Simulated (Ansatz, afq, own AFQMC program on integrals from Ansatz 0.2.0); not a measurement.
AFQMC on a folder of integrals that Ansatz 0.2.0 wrote.

```yaml
crystal:
  periodic: [false, false, false]
  atoms:
    - {symbol: B, position_ang: [0.000000, 0.000000, 0.064787]}
    - {symbol: N, position_ang: [0.000000, 0.000000, -1.861065]}
    - {symbol: H, position_ang: [0.000000, 0.000000, 1.796278]}
basis:
  gaussian: {orbitals: 6-31G}
magnetization: {spin_polarized: true, initial_magnetization: 1}
correlation: {method: ccsd_t, electrons: outside_noble_gas, hamiltonian_folder: ham}
```

```sh
$ ansatz run in.yaml --threads 1 --pin off --events-out ev --progress --plain --max-ram 16896MiB --backend cuda --devices 0, --max-vram 18GiB
```

Options of the walk:

```
--method free --trial cisd --walkers 100 --time-step 0.01 --max-blocks 30 --target-error 0.00144 --factor-cut 1e-05 --seed 429 --times 0.0,0.4,0.8,1.6,2.4 --taylor-order 8
```

Times are imaginary, in 1/Eh. The walk had a cap of 60 s.

Output of the walk:

```
orbitals 18  electrons 5 4  factors 105 of 290
reference energy -79.43870063 Eh
CCSD correlation -0.13824884 Eh in 23 cycles, weight of the determinant in the CISD state 0.6210
repeat  energy at the last time / Eh  error
    10  -79.588721  0.001517
    20  -79.588438  0.001348
    30  -79.589034  0.001101
time / (1/Eh)  energy / Eh  error  mean overlap
  0.00  -79.576636  0.000665  1.6098
  0.40  -79.581638  0.000796  1.6057
  0.80  -79.584422  0.000750  1.6013
  1.60  -79.586665  0.001179  1.5955
  2.40  -79.589034  0.001101  1.5986
energy -79.589034 +/- 0.001101 Eh
```

The run passed its tests (error under three times the target), which doesn't prove that it has relaxed.

Against this walk (error 30.0 meV) on the same determinant: CCSD(T) 113.8 meV higher, CCSDT(Q) 74.1 meV lower, CCSDTQ 78.5 meV lower, full CI 84.9 meV lower. The error is statistical, and a free projection of finite length keeps a remainder of its start. The determinant has ⟨S²⟩ = 2.18, so the low cluster orders mix in higher spin, and so can this walk. The projection is still falling at its last time (meV from the last point: 337 ± 18 at 0.00, 201 ± 22 at 0.40, 125 ± 20 at 0.80, 64 ± 32 at 1.60, 0 ± 30 at 2.40), so its energy is a cut-off value, and the gaps above aren't errors of the other methods. The determinant is a poor start (see the cautions), so the low cluster orders aren't to be relied on, and full CI is the sure value.

Cautions: remainder of the start not in the error; start is not spin pure; strong correlation (T1 0.118, weight of the determinant 0.62, largest double 0.23); unrestricted determinant spin contaminated (⟨S²⟩ 2.18 against 0.75); CCSD(T) is in doubt: in a space of 9 electrons in 8 natural orbitals full CI lies 92 meV below it.

The walk took 12 s on 1 × NVIDIA H100 80GB HBM3 with 2 threads of AMD EPYC 7R13 Processor (Zen 3), on a shared host (the card was shared). The log's last line is the free-projection energy.

CCSDT and higher add their correlation energy to the determinant of the CCSD(T) run, since their own runs factorise the integrals more tightly (a shift of under 2 meV). A walk keeps the symmetry of its determinant, which the program's search chose and which needn't be the lowest solution, so a lower state of the same spin and another symmetry isn't excluded.
